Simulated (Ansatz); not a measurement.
A nudged elastic band was laid between two geometries of H5S2Si (8 atoms, charge 1, multiplicity 1).

These are results of Ansatz 0.2.0, RKS PBE0-D4/6-31G, not measurements.

- movable images: 7
- climbing image: from the first iteration
- spring: 5.0 eV/Å²
- optimiser: lbfgs
- start path: IDPP
- force threshold: 0.03 eV/Å
- iteration limit: 60
- end points: relaxed

Initial state:

```xyz
8
Properties=species:S:1:pos:R:3
Si -0.920 1.246 -0.609
S 0.225 0.272 1.170
S 1.014 -1.636 0.215
H -1.996 0.288 -0.989
H 0.094 1.498 -1.672
H -1.375 2.454 0.139
H 2.337 -1.564 0.589
H 0.619 -2.558 1.158
```

Final state:

```xyz
8
Properties=species:S:1:pos:R:3
Si -0.797 1.090 -0.507
S 0.230 0.448 1.476
S 1.232 -1.534 1.042
H -1.780 0.015 -0.832
H 0.296 1.222 -1.516
H -1.383 2.372 -0.024
H 0.241 -2.304 0.469
H 1.960 -1.310 -0.108
```

Task: Which bonds break or form, and what moves?

Result: No bond is made or broken. The dihedral Si1–S2–S3–H8 goes from -131 to 50°.

Task: Give the energies along the band, and the barrier.

Result: The forces met the threshold. The highest image is number 5 of 0 to 8, 0.214 eV above the first end and 0.056 eV above the last; the last end lies 0.158 eV above the first. Another band between the same ends (7 images) ends at a top of the same energy, where a vibrational analysis finds 1 clearly imaginary mode. Limits of this set-up: no polarisation functions, the dipole of an ion depends on the origin.

| image | path coordinate (Å) | energy (eV) | dihedral Si1–S2–S3–H8 (°) |
| --- | --- | --- | --- |
| 0 | 0.00 | 0.000 | -131 |
| 1 | 0.60 | 0.015 | -152 |
| 2 | 1.21 | 0.057 | -175 |
| 3 | 1.81 | 0.119 | 162 |
| 4 | 2.41 | 0.182 | 137 |
| 5 | 3.01 | 0.214 | 111 |
| 6 | 3.55 | 0.201 | 90 |
| 7 | 4.08 | 0.171 | 69 |
| 8 | 4.61 | 0.158 | 50 |

Task: What is the geometry of the highest image?

Result: 
```xyz
8
Properties=species:S:1:pos:R:3
Si -0.417 1.360 -0.530
S -0.724 -0.079 1.268
S 0.165 -2.093 0.634
H -1.098 0.733 -1.699
H 1.057 1.517 -0.702
H -1.120 2.530 0.070
H 0.881 -1.826 -0.515
H 1.256 -2.143 1.475
```

The run took 4.2 min on 1 thread of Arm Neoverse V1 (shared host), peak memory 0.11 GiB.
